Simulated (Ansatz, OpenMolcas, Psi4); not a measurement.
**Worked example: SiH4 → SiH3 + H**

Species: SiH4 (silane) `[SiH4]`, singlet; SiH3 (silyl radical) `[SiH3]`, doublet; H atom, doublet. 

Shapes, held fixed at every level: PBE0-D4/def2-TZVP. Programs: Ansatz 0.2.0, OpenMolcas 26.06, Psi4 1.11. A level may come from different programs for different species; with the same settings they agree closely. The zero-point and thermal change to 298 K, harmonic and unscaled (PBE0-D4/def2-TZVP), is -19.9 kJ/mol.

At CCSD(T)/CBS estimate; 1 Eh = 2625.50 kJ/mol:

```
species  energy (Eh)
   SiH4  -291.463062
   SiH3  -290.808079
      H    -0.500000
```

Problem. Work out ΔH(298 K) of the reaction at this level.

Solution. 
1. Products less reactants: (-290.808079) + (-0.500000) − [(-291.463062)] = 0.154983 Eh = +406.9 kJ/mol.
2. With the thermal change: +406.9 + (-19.9) = +387.0 kJ/mol.

Other levels give +296.8 (HF/def2-SVP) to +386.0 kJ/mol (wB97X-V/def2-TZVPP). No measured value is set beside it here. Open shells run unrestricted unless RO is named. The CBS estimate extrapolates MP2 from def2-TZVPP and def2-QZVPP and adds CCSD(T) − MP2 in the triple-zeta set, cores frozen.
